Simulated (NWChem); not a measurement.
The numbers come from NWChem runs, not from measurements. System: F$_{4}$Si, charge 1, spin multiplicity 2, at the geometry of a parent with another charge or spin, in a state set for the comparison that need not be this species' ground state. Its SCF solution wasn't tested for a lower state.

Input file:

```
start mol
memory heap 200 mb stack 900 mb global 1100 mb
charge 1
geometry units angstroms nocenter noautoz noautosym
  F      0.000000    -1.295074    -0.915783
  Si     0.000000     0.000000     0.000000
  F      0.000000     1.295074    -0.915783
  F      1.295074     0.000000     0.915783
  F     -1.295074     0.000000     0.915783
end
basis spherical
  * library def2-tzvp
end
scf
  uhf
  nopen 1
  maxiter 100
  thresh 1e-7
  semidirect memsize 60000000 filesize 0
  # guess.movecs holds the orbitals of an unrestricted PBE0 run
  vectors input guess.movecs output mol.movecs
end
task scf energy
```

The output up to the point where the run's verdict is printed (cleaned and shortened):

```
             Northwest Computational Chemistry Package (NWChem) 7.3.0
             --------------------------------------------------------

                                NWChem Input Module
                                -------------------

 Scaling coordinates for geometry "geometry" by  1.889725989
 (inverse scale =  0.529177249)

                             Geometry "geometry" -> ""
                             -------------------------

 Output coordinates in angstroms (scale by  1.889725989 to convert to a.u.)

  No.       Tag          Charge          X              Y              Z
 ---- ---------------- ---------- -------------- -------------- --------------
    1 F                    9.0000     0.00000000    -1.29507400    -0.91578300
    2 Si                  14.0000     0.00000000     0.00000000     0.00000000
    3 F                    9.0000     0.00000000     1.29507400    -0.91578300
    4 F                    9.0000     1.29507400     0.00000000     0.91578300
    5 F                    9.0000    -1.29507400     0.00000000     0.91578300

 Effective nuclear repulsion energy (a.u.)     267.4369271580

            Nuclear Dipole moment (a.u.)
            ----------------------------
        X                 Y               Z
 ---------------- ---------------- ----------------
     0.0000000000     0.0000000000     0.0000000000


 Summary of "ao basis" -> "" (spherical)
 ------------------------------------------------------------------------------
       Tag                 Description            Shells   Functions and Types
 ---------------- ------------------------------  ------  ---------------------
 *                         def2-tzvp                  on all atoms

 Summary of "ao basis" -> "ao basis" (spherical)
 ------------------------------------------------------------------------------
       Tag                 Description            Shells   Functions and Types
 ---------------- ------------------------------  ------  ---------------------
 F                         def2-tzvp                11       31   5s3p2d1f
 Si                        def2-tzvp                13       37   5s5p2d1f
[...]
                53     -686.6068300001  6.82D-04  9.25D-05    152.8
                54     -686.6068300297  4.07D-04  3.81D-05    154.7
                55     -686.6068300558  6.24D-04  8.57D-05    156.6
                56     -686.6068300805  3.81D-04  3.59D-05    158.6
                57     -686.6068300991  4.29D-04  6.18D-05    160.5
                58     -686.6068301119  2.92D-04  3.56D-05    162.4
                59     -686.6068301197  2.74D-04  3.54D-05    164.4
                60     -686.6068301273  2.60D-04  3.46D-05    166.3
                61     -686.6068301336  2.09D-04  2.49D-05    168.3
                62     -686.6068301381  2.03D-04  2.66D-05    170.2
                63     -686.6068301424  1.73D-04  2.00D-05    172.1
                64     -686.6068301452  1.57D-04  2.14D-05    174.0
                65     -686.6068301472  1.21D-04  1.38D-05    176.3
                66     -686.6068301486  1.05D-04  1.42D-05    178.2
                67     -686.6068301498  9.34D-05  1.24D-05    180.1
                68     -686.6068301508  9.20D-05  1.22D-05    182.1
                69     -686.6068301517  7.59D-05  8.14D-06    184.1
                70     -686.6068301526  7.09D-05  9.43D-06    185.9
                71     -686.6068301531  4.97D-05  8.14D-06    187.9
                72     -686.6068301534  5.36D-05  7.39D-06    190.3
                73     -686.6068301538  4.88D-05  7.01D-06    192.2
                74     -686.6068301541  4.85D-05  5.92D-06    194.0
                75     -686.6068301545  4.39D-05  4.93D-06    195.8
                76     -686.6068301549  4.56D-05  6.84D-06    198.4
                77     -686.6068301553  7.23D-05  8.17D-06    200.3
                78     -686.6068301561  7.97D-05  9.41D-06    202.5
                79     -686.6068301576  1.32D-04  1.61D-05    204.8
                80     -686.6068301599  1.31D-04  1.85D-05    207.6
                81     -686.6068301632  1.93D-04  2.65D-05    209.4
                82     -686.6068301687  1.99D-04  2.33D-05    211.3
                83     -686.6068301769  3.25D-04  4.45D-05    213.1
                84     -686.6068301919  3.62D-04  4.38D-05    214.9
                85     -686.6068302190  5.63D-04  7.88D-05    216.7
                86     -686.6068302542  5.57D-04  8.43D-05    218.5
                87     -686.6068303012  5.63D-04  7.24D-05    220.3
                88     -686.6068303328  3.49D-04  4.37D-05    222.3
                89     -686.6068303472  3.46D-04  3.82D-05    224.1
                90     -686.6068303586  2.71D-04  3.51D-05    225.8
                91     -686.6068303674  2.39D-04  2.35D-05    227.6
                92     -686.6068303738  2.22D-04  2.68D-05    229.4
                93     -686.6068303785  1.63D-04  1.31D-05    231.2
                94     -686.6068303818  1.48D-04  1.88D-05    233.0
                95     -686.6068303839  1.02D-04  8.60D-06    234.7
                96     -686.6068303849  8.12D-05  1.05D-05    236.5
                97     -686.6068303855  6.38D-05  9.24D-06    238.3
                98     -686.6068303859  4.80D-05  6.94D-06    240.1
                99     -686.6068303862  3.92D-05  4.90D-06    242.1
               100     -686.6068303863  3.58D-05  4.83D-06    243.9
               101     -686.6068303864  2.67D-05  3.10D-06    245.7
               102     -686.6068303866  2.78D-05  4.02D-06    247.7
               103     -686.6068303866  1.84D-05  2.34D-06    249.6
               104     -686.6068303867  2.04D-05  2.66D-06    251.4
               105     -686.6068303867  1.65D-05  2.37D-06    253.4
               106     -686.6068303868  1.60D-05  2.00D-06    255.2
               107     -686.6068303868  1.72D-05  2.21D-06    257.1
               108     -686.6068303868  2.50D-05  4.10D-06    259.7
               109     -686.6068303870  3.12D-05  4.30D-06    262.3
               110     -686.6068303872  4.22D-05  6.99D-06    264.9
```

Convergence was not reached. The next line reads: Calculation failed to converge. NWChem stopped with the message: scf energy failed.
